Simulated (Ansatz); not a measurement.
The inner images of a band of AlH$_{3}$ (4 atoms, charge 0, multiplicity 1) are given out of order.

Method: RKS PBE0-D4/cc-pVDZ (Ansatz 0.2.0).

Image 0:

```xyz
4
Properties=species:S:1:pos:R:3
Al 0.392 0.000 0.226
H 0.393 0.000 1.822
H 1.774 0.000 -0.571
H -0.990 0.000 -0.571
```

Image 8:

```xyz
4
Properties=species:S:1:pos:R:3
Al -0.937 0.006 0.664
H 1.494 -0.002 0.977
H 1.440 -0.002 0.203
H -0.427 -0.002 -0.937
```

Problem. Put them in order from the first end to the last, with their energies above the first end.
A.
```xyz
4
Properties=species:S:1:pos:R:3
Al -0.110 0.000 0.505
H 1.085 0.000 1.500
H 1.400 0.000 -0.204
H -0.806 0.000 -0.895
```
B.
```xyz
4
Properties=species:S:1:pos:R:3
Al 0.288 0.000 0.264
H 0.587 0.000 1.828
H 1.673 0.000 -0.472
H -0.979 0.000 -0.714
```
C.
```xyz
4
Properties=species:S:1:pos:R:3
Al -0.271 0.001 0.597
H 1.140 0.001 1.334
H 1.393 -0.001 -0.092
H -0.694 0.000 -0.933
```
D.
```xyz
4
Properties=species:S:1:pos:R:3
Al -0.674 0.004 0.688
H 1.304 0.000 0.992
H 1.440 -0.003 0.197
H -0.501 -0.001 -0.971
```
E.
```xyz
4
Properties=species:S:1:pos:R:3
Al 0.038 0.000 0.403
H 0.962 0.000 1.659
H 1.457 0.000 -0.290
H -0.888 0.000 -0.866
```
F.
```xyz
4
Properties=species:S:1:pos:R:3
Al 0.171 0.000 0.320
H 0.786 0.000 1.775
H 1.558 0.000 -0.378
H -0.946 0.000 -0.811
```
G.
```xyz
4
Properties=species:S:1:pos:R:3
Al -0.429 0.003 0.656
H 1.206 0.001 1.125
H 1.410 -0.002 0.082
H -0.618 -0.001 -0.957
```

Solution. B (+0.15 eV), F (+0.62 eV), E (+1.41 eV), A (+2.28 eV), C (+2.68 eV), G (+2.14 eV), D (+1.36 eV).

Run time: 18 s on 1 thread of Intel(R) Xeon(R) 6975P-C (Granite Rapids) (shared host), peak memory 0.095 GiB.
